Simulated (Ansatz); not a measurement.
BP (zinc blende): values from a third-order Birch-Murnaghan fit to a volume scan beside measured ones. Computed values: PBE (plane waves to 420 eV, PAW, scalar-relativistic; Ansatz, an electronic-structure program). BP was relaxed with its symmetry unable to fall. The PAW data are Ansatz's earlier set.

```tsv
quantity	reference	kind	PBE	difference
Lattice constant a (Å)	4.525	measured, corrected to the static lattice	4.548	+0.5 %
Bulk modulus B₀ (GPa)	176.5	measured, corrected to the static lattice	162	-8.3 %
```

PBE overestimates the lattice constant a by 0.5 %. PBE underestimates the bulk modulus B₀ by 8.3 %.

References as given in: Daniel Mejia-Rodriguez, S. B. Trickey, Physical Review B (2018), arXiv:1807.09216; Tamar Goldzak, Xiao Wang, Hong-Zhou Ye et al., The Journal of Chemical Physics (2022), arXiv:2208.04865.

(Under strain, the slope of the energy per volume gives the stress and its curvature an elastic modulus.)
